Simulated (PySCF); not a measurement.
Gas-phase reaction: 2 BF + O₂ = 2 BOF

Energies from PySCF (xtb for GFN2), thermal terms from the rigid-rotor harmonic-oscillator model, ideal gas at 1 bar. The comparison is the NASA 1993 polynomial table, which mixes measured and estimated data. After a fit of one offset per element over all species, the range-separated, M06-2X, PBE0/def2-QZVP and CCSD(T)/def2-TZVPP enthalpies, where run, lie to one side of the table for BOF (+19 kJ/mol): a fault of the table's entry, another state or a shared error of the levels is possible; this was not checked at source. † marks an energy on the PBE0/def2-TZVP geometry and frequencies; other levels use their own. MP2 freezes the core. 6-31G* has spherical d functions here. Open shells (unrestricted): O₂ (multiplicity 3); the rest are closed-shell singlets. GFN2 has no spin-polarisation term. B3LYP is the form with VWN-RPA correlation. MP2 isn't extrapolated to the basis-set limit; its ΔH°(298 K) is -1009.9 kJ in def2-SVP and -998.3 kJ in def2-TZVPP. The harmonic model lacks anharmonicity and excited electronic states, which grow with temperature; levels with a mode under 35 cm⁻¹ are left out. The table's entry may be an old estimate for BF, BOF (not checked at source).

| level | ΔH°(298 K), kJ | minus table | ΔG°(1400 K), kJ |
|---|---|---|---|
| table | -972.2 | - | -754.9 |
| B3LYP/def2-TZVP† | -936.8 | 35.4 | -719.2 |
| BLYP/def2-TZVP† | -926.5 | 45.7 | -708.9 |
| GFN2-xTB | -1420.2 | -448.0 | -1211.6 |
| HF/6-31G* | -849.3 | 122.9 | -629.5 |
| MP2/def2-TZVPP† | -998.3 | -26.1 | -780.7 |
| PBE0/def2-QZVP† | -938.3 | 33.9 | -720.7 |
| PBE0/def2-TZVP | -934.8 | 37.4 | -717.2 |
